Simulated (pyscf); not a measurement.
A first-order saddle from PySCF, ωB97X-D3(BJ)/def2-SVP:

```xyz
9

O     -0.6548    -1.1336    -0.0420
B      0.1240     0.2578     0.0664
F      1.4479     0.0468     0.2884
F     -0.1914     1.0144    -1.0333
H     -1.1692    -1.1828    -0.8592
N     -0.7103     0.6465     1.3338
H     -1.1648    -0.5427     0.8348
H     -0.1922     0.6544     2.2105
H     -1.2511     1.5044     1.2452
```
Charge 0, spin multiplicity 1.

Surface: singlet, charge 0. Lowest wavenumbers (cm⁻¹): 1273i, 287, 306, 378, 405.

Question: Name the species on either side of this saddle.

Answer: HO–B(F)–F (SMILES OB(F)F) + NH₃ (SMILES N) ⇌ H₂O (SMILES O) + H₂N–B(F)–F (SMILES NB(F)F), a four-centre exchange read from left to right: B–O, H–N broken and H–O, B–N formed. At CCSD(T)/def2-TZVPP + ΔMP2(QZVPP) it lies +17.3 kcal/mol from the left side and +13.5 kcal/mol from the right (each side as separated species at their lowest minima found). On the reactant side the descent ends in an adduct with a B–N contact, 14.9 kcal/mol under the separated species and 30.3 kcal/mol under the saddle at ωB97X-D3(BJ)/def2-TZVP. What is counted as formed (B–N) is already present as a longer contact in the reactant adduct; forming that adduct is a step of its own. The products may also form a dative adduct at H₂N–B(F)–F; it and routes through it were not searched. At ωB97X-D3(BJ) the barrier from the zero used here is 15.3 kcal/mol. One saddle was located; it need not be the lowest between these sides. The CCSD(T) − MP2 part came from Ansatz, without density fitting, on the same reference.
